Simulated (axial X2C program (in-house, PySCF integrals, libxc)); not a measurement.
# Which molecule gave these maps?

PBE0 fields computed with an in-house relativistic program for diatomic molecules, 2c, near the equilibrium distance, one atom at z = 0.

The maps cover the half plane through the axis: z from -2.4 to 3.6 Å along the bond, ρ from 0.15 to 2.25 Å away from it.

log10 of the density in e/bohr³:

```
 ρ\z  -2.4  -1.8  -1.2  -0.6   0.0   0.6   1.2   1.8   2.4   3.0   3.6
0.15  -3.8  -2.6  -1.5  -0.8   1.2  -0.6   0.0  -0.1  -1.5  -2.8  -4.2
0.45  -3.9  -2.7  -1.7  -1.0  -0.4  -0.8  -0.4  -0.5  -1.7  -2.9  -4.2
0.75  -4.0  -2.9  -1.9  -1.2  -1.1  -1.1  -0.9  -1.1  -2.0  -3.2  -4.4
1.05  -4.2  -3.2  -2.3  -1.6  -1.5  -1.5  -1.5  -1.8  -2.5  -3.5  -4.7
1.35  -4.5  -3.5  -2.7  -2.1  -2.0  -2.0  -2.1  -2.4  -3.0  -3.9  -4.9
1.65  -4.8  -3.9  -3.1  -2.6  -2.5  -2.5  -2.7  -3.0  -3.5  -4.3  -5.3
1.95  -5.2  -4.4  -3.7  -3.2  -3.0  -3.1  -3.3  -3.5  -4.1  -4.8  -5.6
2.25  -5.5  -4.8  -4.2  -3.8  -3.6  -3.6  -3.8  -4.1  -4.6  -5.2  -6.0
```

Electron localisation function (collinear form, no current term, damped to 0 at low density):

```
 ρ\z  -2.4  -1.8  -1.2  -0.6   0.0   0.6   1.2   1.8   2.4   3.0   3.6
0.15  0.02  0.92  0.99  0.20  0.62  0.25  0.25  0.86  0.83  0.21  0.00
0.45  0.01  0.89  0.98  0.75  0.24  0.55  0.80  0.89  0.75  0.16  0.00
0.75  0.00  0.77  0.97  0.96  0.40  0.64  0.74  0.79  0.55  0.08  0.00
1.05  0.00  0.44  0.93  0.95  0.74  0.54  0.55  0.54  0.28  0.03  0.00
1.35  0.00  0.09  0.77  0.85  0.62  0.37  0.31  0.24  0.10  0.00  0.00
1.65  0.00  0.01  0.31  0.53  0.34  0.20  0.14  0.08  0.02  0.00  0.00
1.95  0.00  0.00  0.03  0.14  0.11  0.07  0.04  0.01  0.00  0.00  0.00
2.25  0.00  0.00  0.00  0.01  0.01  0.01  0.00  0.00  0.00  0.00  0.00
```

Problem. Which molecule is it?
A. SiC
B. PO⁺
C. BF⁺
D. AlF

Solution. B. PO⁺, with P at z = 0 and O at z = 1.430 Å, state Ω = 0 (closed shell), basis P dyall-v3z [8s7p2d1f], O dyall-av3z [7s6p3d2f] (cores contracted in-house). One determinant describes the state; a PBE0 search over occupations chose it and may have missed a lower one.
